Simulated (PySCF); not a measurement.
Compound: isothiofulminic acid, CHNS.
Bonds: C1–N2 (triple), N2–S3. Hydrogens: H4 on S3.

The calculation used core-valence-separated Tamm–Dancoff BHandHLYP/aug-pcX-1 (pcseg-1 on H, def2-SVPD on S) in PySCF, non-relativistic, gas phase, PBE0-D3(BJ)/def2-SVP geometry. BHandHLYP without relativity tends to put these K edges a few eV too low, so spacings mean more than positions.

(1) What does the C 1s absorption edge look like?

(2) Give energies, oscillator strengths and core holes at the N K edge.

Answers

(1) 
```tsv
E (eV)	f	core hole on	main final orbital	polarisation
282.80	0.0833	C1	LUMO+2 (33 %)	in plane
283.46	0.0792	C1	LUMO+3 (53 %)	out of plane
286.89	0.0115	C1	LUMO (48 %)	in plane
287.62	0.0003	C1	LUMO+1 (48 %)	–
288.80	0.0032	C1	LUMO+4 (60 %)	in plane
288.99	0.0046	C1	spread	in plane
289.13	0.0060	C1	LUMO+3 (43 %)	out of plane
```

The first line with a tenth or more of the strongest one's intensity is at 282.80 eV (f = 0.083), with the hole on C1 (isocyanide carbon), polarised in plane. It is also the strongest listed.

(2) 
| E (eV) | f | core hole on | main final orbital | polarisation |
| --- | --- | --- | --- | --- |
| 398.86 | 0.0332 | N2 | LUMO (56 %) | in plane |
| 399.05 | 0.0483 | N2 | LUMO+3 (65 %) | out of plane |
| 399.33 | 0.0337 | N2 | LUMO+1 (32 %) | in plane |
| 401.67 | 0.0023 | N2 | LUMO+1 (47 %) | in plane |
| 403.48 | 0.0037 | N2 | LUMO+7 (41 %) | in plane |
| 403.80 | 0.0001 | N2 | LUMO+5 (62 %) | – |
| 404.09 | 0.0001 | N2 | LUMO+6 (60 %) | – |

The first line with a tenth or more of the strongest one's intensity is at 398.86 eV (f = 0.033), with the hole on N2 (isocyanide nitrogen), polarised in plane. The strongest listed is at 399.05 eV (f = 0.048; N2).

Roots within 0.03 eV whose holes lie on the same, on equivalent or on shared atoms are summed into one line, and the highest roots are left out, as the search may have cut off their partners. Final orbitals are the ground state's empty Kohn–Sham orbitals. A dash: too weak, shared between unlike atoms, or no plane or axis to refer to.

What are the wavelength and the wavenumber of the 282.80 eV line?

λ = 12398.42 eV Å/282.80 eV = 43.842 Å; 2.2809 × 10⁶ cm⁻¹.

The list ends where the root search ended, not at a threshold.

Time: 2.6 s; peak memory 0.36 GiB. Hardware: one thread, Intel Xeon Platinum 8488C (x86_64), shared host with 192 logical CPUs at a one-minute load of 91.
